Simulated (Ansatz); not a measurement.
Molecular dynamics, step by step

CHFLi (SMILES [Li][CH+]F) (charge +1), singlet, CAM-B3LYP-D4/STO-3G (Ansatz 0.2.0). Settings (timestep in fs, temperature in K; T counts 6 degrees of freedom):

```yaml
hamiltonian: {xc: {name: CAM-B3LYP}, dispersion: d4}
md: {n_steps: 40, timestep: 0.5, temperature: 700, ensemble: nve, seed: 460, initial_velocities: maxwell_boltzmann}
```

Start (the SMILES describes the start alone):

```xyz
4
angstrom
Li 1.5118 -0.1830 1.3109
C -0.1717 -0.1125 -0.1479
F -0.5038 1.0831 -0.4375
H -0.8363 -0.7875 -0.7255
```

```tsv
step	time (fs)	potential energy less the start (meV)	kinetic energy (meV)	T (K)
0	0.00	0.0	181.0	700
2	1.00	-65.2	245.6	950
4	2.00	-103.0	283.2	1096
6	3.00	-103.6	284.2	1099
8	4.00	-83.4	264.2	1022
10	5.00	-61.9	242.9	940
12	6.00	-45.4	226.2	875
14	7.00	-25.4	206.1	797
16	8.00	4.8	176.1	681
18	9.00	32.1	149.2	577
20	10.00	32.1	149.2	577
22	11.00	3.6	177.3	686
24	12.00	-26.6	207.1	801
26	13.00	-37.9	218.5	845
28	14.00	-32.9	213.7	826
30	15.00	-21.9	202.6	784
32	16.00	-5.2	185.7	718
34	17.00	28.2	152.2	589
36	18.00	84.9	95.8	371
38	19.00	146.3	35.0	135
40	20.00	173.2	8.5	33
```

Step 16, positions (Å) and forces (eV/Å):

```
atom       x       y       z      Fx      Fy      Fz
 Li1   1.420  -0.192   1.230   0.163  -0.002   0.161
  C2  -0.116  -0.154  -0.096  -0.220   3.498  -0.252
  F3  -0.512   1.120  -0.445   0.701  -3.476   0.633
  H4  -0.714  -0.930  -0.638  -0.643  -0.020  -0.542
```

Step 22, positions (Å) and forces (eV/Å):

```csv
atom,x,y,z,Fx,Fy,Fz
Li1,1.386,-0.196,1.200,0.571,0.005,0.517
C2,-0.098,-0.142,-0.080,-0.593,3.275,-0.580
F3,-0.512,1.113,-0.445,0.716,-3.034,0.651
H4,-0.691,-0.915,-0.621,-0.695,-0.245,-0.588
```

Step 30, positions (Å) and forces (eV/Å):

```
atom       x       y       z      Fx      Fy      Fz
 Li1   1.352  -0.202   1.171   1.061  -0.071   0.939
  C2  -0.084  -0.096  -0.068  -1.574  -1.033  -1.471
  F3  -0.507   1.085  -0.441  -0.113   0.276  -0.074
  H4  -0.721  -0.895  -0.649   0.626   0.828   0.606
```

Last step (40):

Li1  (1.341, -0.211, 1.163)
C2  (-0.085, -0.058, -0.071)
F3  (-0.504, 1.059, -0.438)
H4  (-0.694, -0.793, -0.615)
(Å)

Hardware: 2 CPU threads of an Arm Neoverse V1, shared host. Wall time about 13 s.
